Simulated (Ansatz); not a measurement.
CH$_{2}$S$_{2}$, SMILES `C1SS1` at its PBE0-D4/def2-TZVP geometry, where that method's forces vanish. Total charge 0; spin multiplicity 1.

```tsv
atom	x (Å)	y (Å)	z (Å)
C1	0.314	-0.090	-0.130
S2	-1.012	-0.597	0.950
S3	-0.956	1.163	-0.133
H4	1.241	0.183	0.363
H5	0.413	-0.659	-1.049
```

(1) For each bond, give half the difference of the two atoms' forces along it (eV/Å; positive pushes the atoms apart) under PBE-D4, r2SCAN-D4, B3LYP-D4, ωB97M-V in def2-TZVPP. (Estimate.)

## Answers

(1) Computed: 
| bond | length (Å) | PBE-D4 | r2SCAN-D4 | B3LYP-D4 | ωB97M-V |
| --- | --- | --- | --- | --- | --- |
| C1–S2 | 1.784 | 0.36 | 0.22 | 0.44 | 0.17 |
| C1–S3 | 1.784 | 0.36 | 0.22 | 0.44 | 0.17 |
| C1–H4 | 1.085 | 0.06 | -0.07 | -0.16 | -0.13 |
| C1–H5 | 1.085 | 0.06 | -0.07 | -0.16 | -0.13 |
| S2–S3 | 2.067 | 0.56 | 0.24 | 0.59 | 0.18 |

B3LYP here is the variant with VWN-RPA as its local correlation; programs differ in this.
